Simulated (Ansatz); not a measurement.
System: bcc Na. Method: PBE0-D3(BJ) (Ansatz, a first-principles code, plane waves, PAW).

Input:

Ansatz 0.2 input:
```yaml
crystal:
  lattice:
    - [-2.0907821134, 2.0907821134, 2.0907821134]
    - [2.0907821134, -2.0907821134, 2.0907821134]
    - [2.0907821134, 2.0907821134, -2.0907821134]
  atoms:
    - { symbol: Na, position: [0.0, 0.0, 0.0] }
basis:
  ecutwfc: 460
  ecutrho_ratio: 4
  xc_grid: 2
kpoints:
  mp_grid: { grid: [10, 10, 10] }
hamiltonian:
  xc: pbe0
  dispersion: d3bj
  pseudopotentials: { kind: paw }
scf:
  occupations: { method: fermi_dirac, width: 0.05 }
  convergence: { dr2_threshold: 0.0000000001 }
output:
  forces: false
  stress: true
  eigenvalues: true
```

Question: How many irreducible k-points, plane waves at Γ does the program set up, and what pressure does the run end with?

Answer: 47 irreducible k-points, 791 plane waves at Γ; P = -0.49 GPa, so the cell is stretched on average and its volume would shrink at this level.

From the output:

```
WARN output.stress: scf.exx.energy_threshold = 1e-6 eV is looser than the 1e-8 eV advised for a stress under a hybrid functional (1e-8 eV for each atom of the …
Crystal: 1 atoms, lattice volume = 36.558 Å³
Basis set: ecut = 460 eV, 791 PW (Γ), exchange–correlation on 54×54×54 points (8 copies of the dense FFT grid, shifted against one another)
Bands: 9, of which v1, the nominal top of the filled ones, is band 5 counted from 1 (4 counted from 0)
Symmetry: 48 space group operations
Space group: Im-3m (ITA 229), of the structure as read, at distance tolerance 3.3e-5 Å
k-points: 47 of 1000
Functional: x = pbe(κ = 0.804, μ = 0.2195149727645171), c = pbe(β = 0.06672455060314922), warm-up for x = 0.75 pbe(κ = 0.804, μ = 0.2195149727645171) + 0.25 exact, c = pbe(β = 0.06672455060314922)
SCF iter   1: F=—  HF=-1486.589814 eV  |F-HF|=—  |Δ(HF+E_count)|=         —  Δρ=2.93e-4  dr2=2.08e-5
SCF iter   2: F=—  HF=-1486.589926 eV  |F-HF|=—  |Δ(HF+E_count)|=   1.12e-4  Δρ=1.21e-4  dr2=4.20e-6
  ...
SCF 1 converged in 5 iterations: F = -1486.589951 eV  dr2 = 4.96e-11
Crystal: 1 atoms, lattice volume = 36.558 Å³
Initial density: handed on by an earlier stage of this run
Functional: x = 0.75 pbe(κ = 0.804, μ = 0.2195149727645171) + 0.25 exact, c = pbe(β = 0.06672455060314922)
SCF 2 converged in 7 iterations: F = -1486.842647 eV  dr2 = 3.84e-11
Crystal: 1 atoms, lattice volume = 36.558 Å³
Crystal: 1 atoms, lattice volume = 36.558 Å³
Crystal: 1 atoms, lattice volume = 36.558 Å³
SCF iter   1: F=—  HF=-1486.844675 eV  |F-HF|=—  |Δ(HF+E_count)|=         —  Δρ=7.86e-7  dr2=8.48e-10
SCF iter   2: F=-1486.844675 eV  HF=-1486.844675 eV  |F-HF|=1.36e-12  |Δ(HF+E_count)|=   3.57e-9  Δρ=9.06e-8  dr2=4.60e-11
SCF 5 converged in 2 iterations: F = -1486.844675 eV  dr2 = 4.60e-11
Free energy (F): -1486.844675 eV
Internal energy: -1486.842152 eV  (E = F + TS)
E sigma→0 (E₀):  -1486.843413 eV
Fermi energy:    1.762571 eV
--- Stress (GPa, compression-positive) ---
       -0.486304       0.000000       0.000000
        0.000000      -0.486304       0.000000
       -0.000000      -0.000000      -0.486304
  P = ⅓ Tr σ = -0.4863 GPa (-4.863 kbar)
```

The cell is one volume of an energy–volume scan, off the minimum.

The PAW data were made under PBE.

Note: the run warned that the count of filled bands differs between k points.

It cost very roughly 60 core-seconds of CPU time.
